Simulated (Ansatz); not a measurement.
This geometry of AlH$_{3}$O (5 atoms, charge 0, multiplicity 1) is a first-order saddle point.

Method: RKS B3LYP-D4/def2-SVP in Ansatz 0.2.0.

```xyz
5
Properties=species:S:1:pos:R:3
Al -0.185 0.158 0.407
H 1.107 -0.174 1.508
O 1.662 -0.122 0.313
H 2.273 -0.783 -0.070
H -0.941 -0.031 -1.010
```

Task: Which two structures does it join? (They come from a converged band through this point; their orientation in space is the band's.)

Result: Bonds broken: Al1–H2. Bonds formed: H2–O3.

Image 0:

```xyz
5
Properties=species:S:1:pos:R:3
Al 0.280 -0.080 0.321
H 0.167 -0.002 1.899
O 1.777 -0.425 -0.422
H 2.615 -0.592 0.019
H -0.925 0.148 -0.670
```

Image 10:

```xyz
5
Properties=species:S:1:pos:R:3
Al -0.761 0.178 0.277
H 1.709 -0.355 1.534
O 1.285 -0.269 0.668
H 1.934 -0.467 -0.025
H -0.251 -0.039 -1.307
```

Task: How far does it lie above each of them?

Result: 305.9 kJ/mol above the first and 110.8 kJ/mol above the second. This is the barrier of this one path; another mechanism may lie lower. The orbitals stay closed-shell, which can raise the energy where a bond breaks towards radicals; this wasn't checked here.

The run took 2.4 min on 1 thread of Arm Neoverse N1, with other jobs on the host, peak memory 0.09 GiB.
